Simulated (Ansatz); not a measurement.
**SiPH3+ (quartet): from Hartree-Fock to the top rungs, cc-pVDZ**

Aim: climb from Hartree-Fock through coupled cluster for SiPH3+ (quartet) at one geometry and basis, and see what each rung misses.

Method: cc-pVDZ, core rule «outside noble gas», up to 10 orbitals frozen; program: Ansatz 0.2.0, Gaussian basis.

Plan: UHF; CCSD(T) on ROHF; CCSD(T) on UHF; BCCD(T) on ROHF; CISD as a restricted active space (open shells left free, so some higher excitations enter); CCSDT(Q) on ROHF; CCSDT(Q) on UHF.

30 further runs of the same task are left out: 2 for a known fault of the program, 11 that didn't finish, 17 set aside as unsound or not needed. Runs told in other sessions of the task aren't counted.

## 1. The geometry

The geometry is a PBE0/def2-TZVP stationary point (not a proven minimum) of the parent state, kept for this charge and spin.

5 atoms, charge 1, spin multiplicity 4.

Atoms are counted from 1 here; the program's logs count them from 0.

Bond lengths: Si1–P2 2.245 Å, Si1–H3 1.489 Å, Si1–H4 1.489 Å, Si1–H5 1.489 Å. Angles: P2–Si1–H3 110.2°, P2–Si1–H4 110.2°, P2–Si1–H5 110.2°, H3–Si1–H4 108.7°, H3–Si1–H5 108.7°, H4–Si1–H5 108.7°.

As a file:

```xyz
5

Si   -1.09502   -0.00805    0.00234
P     1.14998    0.00845   -0.00246
H    -1.61912    1.38532    0.00576
H    -1.60112   -0.71239    1.21227
H    -1.60632   -0.70840   -1.20772
```

## 2. UHF

Contents of in.yaml:

```yaml
crystal:
  periodic: [false, false, false]
  atoms:
    - {symbol: Si, position_ang: [-1.095022, -0.008048, 0.002339]}
    - {symbol: P, position_ang: [1.149978, 0.008452, -0.002457]}
    - {symbol: H, position_ang: [-1.619119, 1.385319, 0.005761]}
    - {symbol: H, position_ang: [-1.601124, -0.712390, 1.212266]}
    - {symbol: H, position_ang: [-1.606323, -0.708402, -1.207717]}
basis:
  gaussian: {orbitals: cc-pVDZ}
total_charge: 1
magnetization: {spin_polarized: true, initial_magnetization: 3}
hamiltonian: {xc: hf}
output: {orbitals: {seedname: orbitals}}
```

On the command line:

```
$ ansatz run in.yaml --threads 1 --pin off --events-out ev --progress --plain --max-ram 2393MiB
```

After this run come: CCSD(T) on ROHF; CCSD(T) on UHF; BCCD(T) on ROHF; CISD as a restricted active space (open shells left free, so some higher excitations enter); CCSDT(Q) on ROHF; CCSDT(Q) on UHF.

Before running them: what should the planned runs give, taken together? Wanted: UCCSDT(Q) from the RHF energy; RMP2 from UCCSDT(Q); UMP2 from UCCSDT(Q); RCCSD from UCCSDT(Q); RCCSD(T) from UCCSDT(Q); UCCSD(T) from UCCSDT(Q); RCCSDT(Q) from UCCSDT(Q); T1 diagnostic.

The runs gave:

| quantity | value |
| --- | --- |
| UCCSDT(Q) from the ROHF energy | -5.6626 eV |
| RMP2 from UCCSDT(Q) | +1308.1 meV |
| UMP2 from UCCSDT(Q) | +1303.6 meV |
| RCCSD from UCCSDT(Q) | +172.3 meV |
| RCCSD(T) from UCCSDT(Q) | +37.9 meV |
| UCCSD(T) from UCCSDT(Q) | +37.7 meV |
| RCCSDT(Q) from UCCSDT(Q) | +0.5 meV |
| levels within 1 kcal/mol (43 meV) | RCCSD(T), UCCSD(T), BCCD(T), RCCSDT, UCCSDT, RCCSDT(Q) |
| T1 diagnostic | 0.023 |

**Reading.** RCCSD(T) misses by +37.9 meV, 0.7 % of the correlation energy. These misses are within one basis, not against nature; the frozen cores of restricted and unrestricted runs differ, which can shift their rows.

With open shells the CI space here admits some higher excitations, so it is larger than plain CISD.
